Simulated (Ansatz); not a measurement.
# NS: the cost of one run

Method: the levels named in each step, in Ansatz 0.2.0.

**1. The starting structure**

Bond lengths: N1–S2 1.463 Å.

Coordinates:

```xyz
2

N     0.0000    0.0000    0.0000
S     0.0000    0.0000    1.4633
```

**2. A rough first relaxation, PBE-D4/def2-SVP**

input.yaml reads:

```yaml
crystal:
  periodic: [false, false, false]
  atoms:
    - { symbol: "N", position_ang: [0.0, 0.0, 0.0] }
    - { symbol: S, position_ang: [0.0, 0.0, 1.46327] }
magnetization:
  spin_polarized: true
  initial_magnetization: 2
total_charge: 1
basis:
  gaussian: { orbitals: def2-SVP }
hamiltonian:
  xc: pbe
  dispersion: d4
relax:
  f_tol: 0.03
  max_steps: 200
```

Started as:

```sh
> ansatz run input.yaml --threads 2 --pin off --max-ram 5120MiB --backend cpu --events-out ev --progress --plain --runs-dir out
```

What time and memory should one allow on 2 threads of Intel Xeon Platinum 8259CL at 2.50GHz (Skylake/Cascade Lake), shared host?

About 9.5 s, with a peak of 0.11 GiB.
